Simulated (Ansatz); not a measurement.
`OC1=CC=N1`. Total charge 0; spin multiplicity 1.

```xyz
8

O     1.7622    0.4381    0.5848
C     0.5631    0.1564    0.1569
C    -0.2177    0.3914   -0.9097
C    -1.1773   -0.4450   -0.1044
N    -0.4369   -0.6777    0.9268
H     1.8733    0.0252    1.4516
H    -0.1705    0.9102   -1.8504
H    -2.1961   -0.7986   -0.2556
```

Problem. What are the harmonic wavenumbers in cm⁻¹ at PBE0-D4/def2-TZVP (Ansatz, finite differences of forces, unscaled)? (An estimate is asked.)

Solution. Ansatz gave: 223, 399, 481, 581, 682, 735, 835, 951, 977, 1123, 1208, 1265, 1340, 1568, 1756, 3161, 3304, 3802.

Problem. Is this a minimum?

Solution. Yes, all 18 modes are real.

Problem. Give the ideal-gas thermochemistry at 298.15 K and 1 bar (rigid rotor, harmonic oscillator; point group Cs, symmetry number 1).

Solution. Zero-point energy 145.9 kJ/mol; H(298) − E = 160.2 kJ/mol; entropy 285.9 J/(mol·K), of which translation 161.7, rotation 102.3, vibration 22.0; G(298) − E = 75.0 kJ/mol.

Problem. And at 400, 500, 600, 800 and 1000 K?

Solution. 
| T (K) | H − E (kJ/mol) | S (J/mol/K) | G − E (kJ/mol) |
| --- | --- | --- | --- |
| 400 | 168.6 | 310.0 | 44.6 |
| 500 | 178.4 | 331.8 | 12.5 |
| 600 | 189.5 | 352.0 | -21.7 |
| 800 | 214.4 | 387.7 | -95.8 |
| 1000 | 242.0 | 418.5 | -176.4 |
